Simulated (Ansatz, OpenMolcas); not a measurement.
H3NO (SMILES NO): from total energies to a heat of formation

The species is H3NO (5 atoms), meant as a singlet with charge 0. SMILES: `NO`. The shape is that of a PBE0-D4/def2-TZVP optimisation. This is one conformer, not always the lowest.

Total energies at HF/def2-TZVPP (OpenMolcas 26.06); the atoms run unrestricted:

```tsv
species	state	energy (Eh)
H3NO	singlet	-131.049059
N	quartet	-54.402747
O	triplet	-74.815625
H	doublet	-0.499810
```

Harmonic wavenumbers at PBE0-D4/def2-TZVP, in cm⁻¹: 432, 980, 1152, 1346, 1411, 1678, 3470, 3552, 3855.

Measured heats of formation of the gaseous atoms at 298.15 K, in kJ/mol: N 472.4, O 249.2, H 218.0. Spin-orbit lowering of the atoms at 298 K (mean of the ground term's levels less their thermal mean, from spectra), in kJ/mol: O 0.40. Take 1 Eh = 2625.50 kJ/mol, 1 cm⁻¹ = 0.0119627 kJ/mol, RT = 2.479 kJ/mol.

Problem. What heat of formation follows?

Solution. 
1. Electronic atomisation energy: (-54.402747) + (-74.815625) + 3 × (-0.499810) − (-131.049059) = 0.331257 Eh = 869.7 kJ/mol.
2. Zero-point energy: half the sum of the wavenumbers, 8938 cm⁻¹ = 106.9 kJ/mol.
3. Thermal vibrational enthalpy, Σ hcν̃/(exp(hcν̃/kT) − 1): 0.9 kJ/mol. Translation, rotation and pV of a non-linear molecule: 4 RT = 9.9 kJ/mol.
4. The 5 free atoms carry 5/2 RT each: 31.0 kJ/mol.
5. Spin-orbit coupling lowers the free atoms by 0.40 = 0.4 kJ/mol.
6. Atomisation enthalpy at 298 K: 869.7 − 0.4 − 106.9 − 0.9 − 9.9 + 31.0 = 782.6 kJ/mol.
7. Sum of the atoms' heats of formation: 1375.6 kJ/mol. Heat of formation: 1375.6 − 782.6 = +593.0 kJ/mol.

The tabulated value is -43.5 kJ/mol (Active Thermochemical Tables), so this level is off by +636.5 kJ/mol, or 44.8 % of the atomisation enthalpy. Hartree–Fock leaves out correlation, which is larger in the molecule than in the atoms, so it underbinds and puts the heat of formation too high. Anharmonicity and any spin-orbit splitting of the molecule are left out.
